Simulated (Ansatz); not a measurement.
These are PBE-D3(BJ)/def2-TZVP run with Ansatz (a first-principles code) values and carry that method's errors. No frequencies were computed at this level.

Ansatz 0.2 input:
```yaml
crystal:
  periodic: [false, false, false]
  atoms:
    - { symbol: C, position_ang: [-0.963143, -0.052578, 0.068997] }
    - { symbol: C, position_ang: [0.47852, 0.300781, -0.155348] }
    - { symbol: O, position_ang: [0.889368, 1.325332, -0.626502] }
    - { symbol: O, position_ang: [1.295437, -0.686209, 0.240844] }
    - { symbol: H, position_ang: [-1.19952, -0.959012, -0.482946] }
    - { symbol: H, position_ang: [-1.122955, -0.249754, 1.12622] }
    - { symbol: H, position_ang: [-1.599092, 0.762827, -0.260144] }
    - { symbol: H, position_ang: [2.221383, -0.441388, 0.088879] }
basis:
  gaussian: { orbitals: def2-tzvp }
hamiltonian:
  xc: pbe
  dispersion: d3bj
relax:
  max_steps: 150
```

Output:

```
Functional definition: PBE
838 factors; their error is unknown
mean field evaluation 1: about -6218.8304 eV, gradient 7.6e1 eV
mean field evaluation 2: about -6199.0480 eV, gradient 1.2e2 eV
mean field evaluation 4: about -6229.2057 eV, gradient 1.1e1 eV
mean field evaluation 8: about -6229.4202 eV, gradient 2.7e-1 eV
mean field evaluation 16: about -6229.3990 eV, gradient 1.3e-4 eV
mean field -6229.39902923 eV, -228.9261918857 hartree, gradient 4.4e-6 eV, S^2 0.000000; 0 other end points of the search recorded, 0 dependent functions left out
reference -6229.39906102 eV, -228.9261930543 hartree; 16, 16 occupied and 132, 132 virtual orbitals, 838 factors
relax step   1: F+E_penalty+E_count = -6229.51282302 eV  Δ(F+E_penalty+E_count) = +0.000e0 eV  max|allowed force component| = 1.260e0 eV/Å  Δτ_max = 0.0000 Å  (29 SCF iters, accepted)
these checks for a lower state are left out or cut short: starts, cluster_reference, orbital_swaps, neighbouring_geometries, increment
838 factors; their error is unknown
mean field -6229.43176567 eV, -228.9273949279 hartree, gradient 1.5e-5 eV, S^2 0.000000; 0 other end points of the search recorded, 0 dependent functions left out
reference -6229.43179753 eV, -228.9273960987 hartree; 16, 16 occupied and 132, 132 virtual orbitals, 838 factors
relax step   2: F+E_penalty+E_count = -6229.54527241 eV  Δ(F+E_penalty+E_count) = -3.245e-2 eV  max|allowed force component| = 6.170e-1 eV/Å  Δτ_max = 0.0147 Å  (33 SCF iters, accepted)
these checks for a lower state are left out or cut short: starts, cluster_reference, orbital_swaps, neighbouring_geometries, increment
838 factors; their error is unknown
mean field evaluation 32: about -6229.4405 eV, gradient 1.3e-5 eV
mean field -6229.44048763 eV, -228.9277154540 hartree, gradient 1.3e-5 eV, S^2 0.000000; 0 other end points of the search recorded, 0 dependent functions left out
reference -6229.44051947 eV, -228.9277166240 hartree; 16, 16 occupied and 132, 132 virtual orbitals, 838 factors
relax step   3: F+E_penalty+E_count = -6229.55386623 eV  Δ(F+E_penalty+E_count) = -8.594e-3 eV  max|allowed force component| = 1.124e-1 eV/Å  Δτ_max = 0.0172 Å  (33 SCF iters, accepted)
these checks for a lower state are left out or cut short: starts, cluster_reference, orbital_swaps, neighbouring_geometries, increment
838 factors; their error is unknown
mean field -6229.44162654 eV, -228.9277573083 hartree, gradient 1.3e-5 eV, S^2 0.000000; 0 other end points of the search recorded, 0 dependent functions left out
reference -6229.44165833 eV, -228.9277584763 hartree; 16, 16 occupied and 132, 132 virtual orbitals, 838 factors
relax step   4: F+E_penalty+E_count = -6229.55503307 eV  Δ(F+E_penalty+E_count) = -1.167e-3 eV  max|allowed force component| = 5.462e-2 eV/Å  Δτ_max = 0.0110 Å  (32 SCF iters, accepted)
these checks for a lower state are left out or cut short: starts, cluster_reference, orbital_swaps, neighbouring_geometries, increment
838 factors; their error is unknown
mean field -6229.44178008 eV, -228.9277629508 hartree, gradient 1.3e-5 eV, S^2 0.000000; 0 other end points of the search recorded, 0 dependent functions left out
reference -6229.44181183 eV, -228.9277641175 hartree; 16, 16 occupied and 132, 132 virtual orbitals, 838 factors
relax step   5: F+E_penalty+E_count = -6229.55521080 eV  Δ(F+E_penalty+E_count) = -1.777e-4 eV  max|allowed force component| = 2.755e-2 eV/Å  Δτ_max = 0.0056 Å  (34 SCF iters, accepted)
these checks for a lower state are left out or cut short: starts, cluster_reference, orbital_swaps, neighbouring_geometries, increment
838 factors; their error is unknown
mean field -6229.44177903 eV, -228.9277629119 hartree, gradient 1.3e-5 eV, S^2 0.000000; 0 other end points of the search recorded, 0 dependent functions left out
reference -6229.44181078 eV, -228.9277640787 hartree; 16, 16 occupied and 132, 132 virtual orbitals, 838 factors
relax step   6: F+E_penalty+E_count = -6229.55522287 eV  Δ(F+E_penalty+E_count) = -1.208e-5 eV  max|allowed force component| = 5.291e-3 eV/Å  Δτ_max = 0.0011 Å  (34 SCF iters, accepted)
838 factors; their error is unknown
mean field evaluation 64: about -6227.3954 eV, gradient 3.4e1 eV
mean field -6229.44177903 eV, -228.9277629119 hartree, gradient 1.3e-5 eV, S^2 0.000000; 1 other end points of the search recorded, 0 dependent functions left out
reference -6229.44181078 eV, -228.9277640787 hartree; 16, 16 occupied and 132, 132 virtual orbitals, 838 factors
Total energy: -6229.55525462 eV, -228.9319330632 hartree
Atom 0 at    -0.962478    -0.052908     0.069104 Å, force    -0.003523     0.002766    -0.000395 eV/Å
Atom 1 at     0.483646     0.295702    -0.153233 Å, force    -0.002965    -0.005291     0.000231 eV/Å
Atom 2 at     0.907303     1.328410    -0.628662 Å, force     0.001324     0.002815    -0.000578 eV/Å
Atom 3 at     1.305955    -0.716748     0.253777 Å, force     0.001961     0.000180     0.000347 eV/Å
Atom 4 at    -1.216806    -0.968905    -0.482209 Å, force     0.000724    -0.000096    -0.000855 eV/Å
Atom 5 at    -1.139925    -0.256280     1.134383 Å, force     0.000161     0.000441     0.000837 eV/Å
Atom 6 at    -1.594409     0.774600    -0.265635 Å, force    -0.001491    -0.000223     0.000273 eV/Å
Atom 7 at     2.216712    -0.403872     0.072475 Å, force     0.003808    -0.000591     0.000140 eV/Å
Dipole moment:    -0.104095    -0.301019     0.137622 e Å
```

Cost: roughly 20 core-seconds.
